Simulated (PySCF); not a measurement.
Molecule: 4-cyano-1-butyne, C5H5N.

Geometry:
| atom | x (Å) | y (Å) | z (Å) |
| --- | --- | --- | --- |
| C1 | 2.548 | 0.085 | 0.715 |
| C2 | 1.425 | -0.218 | 0.382 |
| C3 | 0.067 | -0.560 | -0.014 |
| C4 | -0.905 | 0.613 | 0.192 |
| C5 | -2.266 | 0.276 | -0.202 |
| N6 | -3.339 | -0.015 | -0.522 |
| H7 | 3.549 | 0.345 | 1.009 |
| H8 | 0.055 | -0.867 | -1.073 |
| H9 | -0.280 | -1.433 | 0.563 |
| H10 | -0.909 | 0.920 | 1.250 |
| H11 | -0.574 | 1.487 | -0.389 |

Geometry PBE0-D3(BJ)/def2-SVP throughout; GIAO in PySCF, gas phase, one conformer, non-relativistic; equivalent atoms averaged; basis pcSseg-2.

Question: How do the absolute shieldings σ depend on the functional? (ppm; last column core-seconds on shared hosts with different chips, so compare them loosely; the GGAs took longer than the global hybrids here, which isn't the general rule, and the cause wasn't traced)

Answer: 
```tsv
functional	kind	C5	C2	C1	C4	C3	N6	H7	H8/H9	H10/H11	core-s
HF	Hartree–Fock	61.9	108.1	111.2	174.6	175.2	-44.4	29.30	29.31	29.44	16
LDA	LDA	52.9	88.6	100.1	161.4	160.3	-45.4	29.16	28.14	28.36	39
PBE	GGA	57.0	93.5	104.8	159.3	158.2	-37.0	29.50	28.56	28.79	47
BLYP	GGA	54.0	90.4	103.3	154.2	153.0	-38.8	29.67	28.75	28.98	48
BP86	GGA	57.5	94.0	104.9	159.0	158.0	-36.3	29.53	28.62	28.84	49
OPBE	GGA	64.7	101.7	111.3	164.4	163.3	-25.3	29.52	28.57	28.79	54
KT2	GGA	68.4	103.8	113.3	162.0	161.0	-19.8	29.22	28.47	28.72	45
KT3	GGA	68.2	104.7	114.6	160.5	159.4	-17.5	29.46	28.66	28.91	45
B97-D	GGA	60.4	97.5	108.7	158.6	157.4	-27.4	29.65	28.76	28.99	45
B3LYP	global hybrid	54.9	93.7	104.2	159.3	158.6	-41.7	29.58	28.83	29.03	31
PBE0	global hybrid	58.2	97.6	106.2	164.9	164.5	-40.1	29.42	28.72	28.90	30
mPW1PW91	global hybrid	57.7	97.4	105.8	164.2	163.7	-41.1	29.47	28.76	28.95	29
WP04	global hybrid	51.0	93.9	100.9	150.5	150.0	-45.2	29.89	29.08	29.25	30
B97-2	global hybrid	60.3	99.8	108.5	163.9	163.3	-33.7	29.54	28.82	29.01	28
BHandHLYP	global hybrid	56.7	98.8	106.1	165.5	165.5	-44.3	29.43	28.97	29.13	29
CAM-B3LYP	range-separated hybrid	54.9	94.7	104.0	163.5	163.3	-41.3	29.43	28.87	29.02	41
wB97X-D	range-separated hybrid	57.3	97.6	105.7	165.0	165.1	-40.6	29.46	28.91	29.06	34
LC-wPBE	range-separated hybrid	56.3	97.5	104.1	170.1	170.4	-38.6	29.43	28.99	29.09	52
```

Question: Which nucleus moves most, in ppm?

Answer: N6 (nitrile nitrogen): from -45.4 ppm with LDA to -17.5 ppm with KT3. The smallest spread is 0.72 ppm, at H7. Proton shifts span only some 12 ppm, so a few tenths of a ppm matter as much there as several ppm in carbon.
